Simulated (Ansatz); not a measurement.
Down a group: atomization energies of AlBO, AlBS

Ansatz 0.2.0, basis cc-pVDZ; geometries are PBE0/def2-TZVP minima. Wave-function levels freeze the cores; HF, MP2 and coupled cluster are restricted for singlets and unrestricted otherwise, atoms included (their steps beyond CCSDT(Q) come from restricted open-shell runs). The reference is CCSDTQ (coupled cluster only where its series has nearly closed). An error is the level's value less the reference. None of these values is a measured one. Energies are electronic, without zero-point terms. The set is small: it underbinds, by tens of kJ/mol for each bond, so near ties and functionals' places can change in larger sets. No spin–orbit coupling and no scalar relativity. The species are chosen: bound, without strong static correlation by their natural occupations or amplitudes, in their lowest spin state as far as vertical gaps and like structures tell, and with a ladder that closes on the reference, so errors are smaller than for species at large; levels whose determinant breaks symmetry or spin markedly are left out.

| species | bonds (Å) | quantity | symmetry of the states | reference | value (kJ/mol) | error HF | error MP2 | error CCSD | error CCSD(T) | error CCSDT |
| --- | --- | --- | --- | --- | --- | --- | --- | --- | --- | --- |
| AlBO, singlet | B–Al 2.246, B–O 1.207, angle at B 180° | atomization | Σ⁺ | CCSDTQ | 1062.5 | -285.9 | 62.0 | -27.1 | -2.7 | -2.6 |
| AlBS, singlet | B–Al 2.231, B–S 1.617, angle at B 180° | atomization | Σ⁺ | CCSDTQ | 803.5 | -202.4 | 37.1 | -29.0 | -2.4 | -2.0 |

The reference falls from O to S, by 259.0 kJ/mol in all.
